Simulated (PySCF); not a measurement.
## Two-photon absorption: 1,1-dimethylcyclopropane (SMILES CC1(C)CC1)

Geometry:
```
atom   x (Å)   y (Å)   z (Å)
  C1  -1.339  -0.761  -0.108
  C2   0.002  -0.083  -0.027
  C3   1.157  -0.916  -0.516
  C4   0.055   1.395  -0.266
  C5   0.248   0.848   1.121
  H6  -1.579  -1.033  -1.140
  H7  -2.135  -0.109   0.260
  H8  -1.352  -1.677   0.490
  H9   2.101  -0.372  -0.431
 H10   1.023  -1.194  -1.566
 H11   1.249  -1.839   0.065
 H12   0.921   1.799  -0.776
 H13  -0.873   1.910  -0.483
 H14   1.244   0.883   1.546
 H15  -0.551   0.995   1.839
```

Computed with PySCF, TDDFT CAM-B3LYP/def2-TZVPD excited states, vertical, gas phase. Geometry: PBE0-D3(BJ)/def2-TZVP.

Question: Give the one- and two-photon strengths of the lowest singlets.

Answer: δ for parallel linear polarisation; σ at the peak of a Lorentzian of half width 0.1 eV, single beam; Ω is circular over linear.
```tsv
state	E (eV)	f	photon λ (nm)	δ (au)	σ (GM)	Ω	main
S1	7.20	0.038	345	<0.1	0.00	–	HOMO→LUMO 0.94
S2	7.63	0.024	325	9.42	0.20	1.50	HOMO−1→LUMO 0.74, HOMO→LUMO+1 0.14
S3	7.87	0.002	315	264	6.00	0.17	HOMO→LUMO+1 0.82, HOMO−1→LUMO 0.12
S4	7.94	0.000	312	48.9	1.13	1.50	HOMO→LUMO+2 0.84, HOMO→LUMO+4 0.13
S5	8.00	0.000	310	149	3.50	1.50	HOMO→LUMO+3 0.92
S6	8.31	0.086	298	2.54	0.06	1.50	HOMO−1→LUMO+1 0.94
```

Among these, the strongest one-photon state is S6, the strongest two-photon state S3, with a dipole change of 2.5 D (relaxed, norm of the difference vector).
